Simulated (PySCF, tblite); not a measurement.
## sulfur dioxide and cyanide

A gas-phase complex of sulfur dioxide and cyanide; charge -1, singlet. The structure comes from a short search (5 tight-binding starts) and was relaxed by PBE0-D3(BJ)/def2-TZVPD; another way of binding may lie lower. No frequency run checks that it is a minimum.

Parts: 1 = sulfur dioxide (O=S=O), atoms 1–3; 2 = cyanide ([C-]#N), atoms 4–5, charge -1.

```
atom  part   x (Å)   y (Å)   z (Å)
  O1     1   1.147   0.200  -0.271
  S2     1   0.497  -0.966   0.341
  O3     1  -0.971  -0.913   0.310
  C4     2   0.848  -0.641   2.248
  N5     2   1.165  -0.664   3.362
```

```csv
contact,kind (by geometry),distance (Å),angle (°)
S2···C4,bond,1.967,-
```

The parts are joined by the bond S2–C4, so these are energies of forming such bonds; deforming the relaxed parts to their shape in the adduct costs 3.3 kcal/mol, which the interaction energies leave out.

Interaction energies are complex less parts, with the parts frozen as they stand in it; counterpoise-corrected, in kcal/mol (PySCF). The CCSD(T) estimate is Hartree-Fock/aug-cc-pVQZ, plus the MP2 correlation part extrapolated as X⁻³ from aug-cc-pVTZ and aug-cc-pVQZ, plus CCSD(T) less MP2 in aug-cc-pVDZ; noble-gas cores are frozen. It isn't the exact limit.

| level | interaction | superposition error removed |
| --- | --- | --- |
| Hartree-Fock/aug-cc-pVQZ | -28.42 | - |
| wB97M-D3(BJ)/def2-TZVPD | -27.57 | -0.68 |
| PBE0-D3(BJ)/def2-TZVPD | -34.81 | -0.66 |
| MP2/aug-cc-pVQZ | -25.94 | -0.87 |

Question: What does CCSD(T) at its estimated basis limit give, and which of these levels comes nearest?

Answer: -27.84 kcal/mol. wB97M-D3(BJ)/def2-TZVPD is nearest, off by +0.27; the errors are Hartree-Fock/aug-cc-pVQZ -0.58, wB97M-D3(BJ)/def2-TZVPD +0.27, PBE0-D3(BJ)/def2-TZVPD -6.97, MP2/aug-cc-pVQZ +1.90.

Question: What holds them together? Decompose the wB97M-D3(BJ)/def2-TZVPD energy: frozen parts, their antisymmetrised product, then relaxation.

Answer: electrostatic -142.9, Pauli repulsion +245.6, orbital relaxation -129.4, dispersion correction -1.6 kcal/mol, which sum to the value before the counterpoise correction; the Pauli term holds the exchange-correlation of the frozen density too. Of the attraction, 52 % is electrostatic, 47 % is orbital relaxation, 1 % is dispersion correction.

The parts were also relaxed and run alone, at the levels used for the complex: shieldings by PBE0/aug-pcSseg-2; core levels by delta-SCF with SCAN, aug-pcX-2 on the ionised atom and aug-pcseg-1 elsewhere, spin-free X2C (2p3/2 is the spin-free 2p value less a third of a first-order spin-orbit splitting).

Question: How do these values change when the complex forms?

Answer: 
```csv
property,alone,in the complex,change
shielding of S2 (ppm),-267.1,-84.7,+182.5
shielding of C4 (ppm),16.9,37.7,+20.8
O1 1s core level (eV),539.71,532.25,-7.46
S2 2p3/2 core level (eV),174.97,168.12,-6.84
C4 1s core level (eV),283.86,286.46,+2.60
```

The core-hole state of C4 is spin-contaminated (⟨S²⟩ 0.83 against 0.75 for a pure doublet), so that value and differences from it are less sure.
